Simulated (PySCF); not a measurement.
Phosphaethyne, CHP.
Z-matrix (Å and degrees, PBE0-D3(BJ)/def2-SVP geometry), rows numbered from 1:
```
C 
P   1  1.5404
H   1  1.0837  2  180.00
```

The closed-shell ground state was solved at several levels (PySCF, density fitting, gas phase, non-relativistic).

| level | basis functions | total energy (Eh) | HOMO (eV) | LUMO (eV) | gap (eV) | dipole (D) |
| --- | --- | --- | --- | --- | --- | --- |
| KT3/pcSseg-2 | 93 | -383.2395 | -7.06 | -2.33 | 4.73 | 0.44 |
| BLYP/pcSseg-2 | 93 | -380.0245 | -6.86 | -2.23 | 4.63 | 0.35 |
| mPW1PW91/pcSseg-2 | 93 | -380.0254 | -8.17 | -1.49 | 6.68 | 0.41 |
| HF/pcSseg-2 | 93 | -379.1488 | -10.44 | 1.86 | 12.30 | 0.39 |
| OPBE/pcSseg-2 | 93 | -379.9733 | -7.10 | -2.33 | 4.77 | 0.52 |
| KT2/pcSseg-2 | 93 | -383.5633 | -7.05 | -2.33 | 4.72 | 0.43 |
| B97-D/pcSseg-2 | 93 | -380.0016 | -6.98 | -2.30 | 4.68 | 0.42 |

**Question.** What might PBE0/pcSseg-2 (93 basis functions) give for the same quantities?

**Answer.** Total energy -379.8426 Eh, HOMO -8.15 eV, LUMO -1.47 eV, gap 6.68 eV, dipole 0.41 D.

**Question.** Over all these levels, which gives the widest orbital gap and which the narrowest?

**Answer.** HF/pcSseg-2 (Hartree–Fock, all exact exchange) has the widest, 12.30 eV, and BLYP/pcSseg-2 (GGA) the narrowest, 4.63 eV. From the narrowest to the widest the HOMO moves by -3.58 eV and the LUMO by +4.09 eV.

**Question.** In the pcSseg-2 basis, how does the gap go with the fixed share of exact exchange?

**Answer.** BLYP (0 %) 4.63 eV; B97-D (0 %) 4.68 eV; KT2 (0 %) 4.72 eV; KT3 (0 %) 4.73 eV; OPBE (0 %) 4.77 eV; mPW1PW91 (25 %) 6.68 eV; PBE0 (25 %) 6.68 eV; HF (100 %) 12.30 eV. Each rise in the share widens the gap here.

**Question.** How far do the dipole and the HOMO energy spread over the levels?

**Answer.** The dipole runs from 0.35 to 0.52 D (mean 0.42 D) and the HOMO from -10.44 to -6.86 eV.

B97-D is run here without its empirical dispersion term; that term would change no orbital, density or response property at a fixed geometry.
